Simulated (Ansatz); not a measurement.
We consider diamond-structure Si, described by LDA in Ansatz (plane waves, PAW).

Settings: plane-wave cutoff 520 eV, 12×12×12 k mesh, perturbation theory, scalar-relativistic PAW data made under PBE.

The cell has the measured lattice: a = 5.4300 Å, b = 5.4300 Å, c = 5.4300 Å, α = 90.00°, β = 90.00°, γ = 90.00°.

Q: Give the computed high-frequency dielectric constant and TO(Γ) frequency.

A: 
- high-frequency dielectric constant: 13.3
- TO(Γ) frequency: 505 cm⁻¹

Measured, for comparison: high-frequency dielectric constant 11.8 (300 K, no zero-point or thermal correction, our sources range from 11.7 to 12.1; as tabulated in Skelton et al. (2020), arXiv:2005.00277); zone-centre TO phonon frequency 525 cm⁻¹ (low temperature, zero-point motion not removed; as tabulated in Tanner et al. (2021), arXiv:2110.11888). Computed (rounded) less measured: high-frequency dielectric constant +13 % (+10 % to +14 % over the range), zone-centre TO phonon frequency -4 %.

Note: the cell isn't this level's own, so it is under some stress, which shifts stiffness and frequencies.

Computing time: about 100 core-seconds (a rough figure).

Ansatz is a first-principles code.
